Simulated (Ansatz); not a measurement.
## How far each method lies from full CI for AsH2⁺, singlet

Geometry: displaced at random from a stationary point.

| atom | x (Å) | y (Å) | z (Å) |
| --- | --- | --- | --- |
| As | -0.0006 | -0.0285 | 0.0008 |
| H | -0.0014 | 1.0281 | -1.1012 |
| H | 0.0465 | 1.0874 | 1.0380 |

Basis cc-pVDZ; Ansatz 0.2.0. Only valence electrons are correlated (noble-gas cores and the filled d shells of p-block atoms frozen), which leaves 6 electrons in 23 orbitals. R marks a restricted (for open shells ROHF) determinant, U an unrestricted one. Active spaces: valence = (6e, 6o) chosen from the atoms' valence shells. No spin–orbit coupling is included, and no scalar relativity.

Full CI is exact within this basis and frozen core; it isn't the basis-set limit. The frozen core follows each run's orbitals, which can shift R against U totals by a few meV for light atoms and by up to 0.1 eV past Ca.

* UHF ⟨S²⟩: 0.215
* T1 diagnostic (RCCSD): 0.0120
* largest doubles amplitude (RCCSD): 0.087

```
   level  E − E(RHF) (eV)
    RMP2          -2.4244
   RCCSD          -3.1555
RCCSD(T)          -3.2131
```

(1) Estimate how far full CI in cc-pVDZ lies from RCCSD(T). The table doesn't fix it; the size of (T) and the diagnostics are the guide.

(1) Full CI in cc-pVDZ lies 1.6 kJ/mol below RCCSD(T), which is 29 % of the (T) step (-5.6 kJ/mol). RHF is unstable towards spin polarisation, and the rest is a large part of (T).

The other levels:

```tsv
level	E − E(full CI) (kJ/mol)	share of correlation (%)	wall time
CISD	19.0	93.91	0.57 s
BCCD(T)	1.6	99.48	0.48 s
RCCSDT	0.3	99.90	–
RCCSDT(Q)	0.1	99.98	1 s
RCCSDTQ	0.0	100.00	4.5 s
CASSCF (valence space)	170.5	45.29	–
NEVPT2 (valence space)	47.4	84.80	1 s
MRCISD (valence space)	5.7	98.17	–
MRCISD+Q (valence space)	0.1	99.97	1.3 s
```

The correlation energy at full CI, counted from RHF, is -3.230 eV. That run took 4.8 s on 1 thread of Arm Neoverse V1, shared host over 1,573,121 determinants.

Run but not shown, since their state, orbitals or frozen core can't be matched to the reference's or they repeat it: UHF.

Times hold each run's SCF and search for its determinant on a shared host, so for small cases they say little of a method's own cost; they ran on 1 thread of Arm Neoverse V1.

The full-CI state has the irrep A' of Cs, in the program's axes.

Natural occupations of full CI about the gap: 1.964 1.946 1.915 0.052 0.043 0.028 0.011 0.007 0.007 0.006; effectively unpaired electrons, Σ n²(2−n)², 0.06.
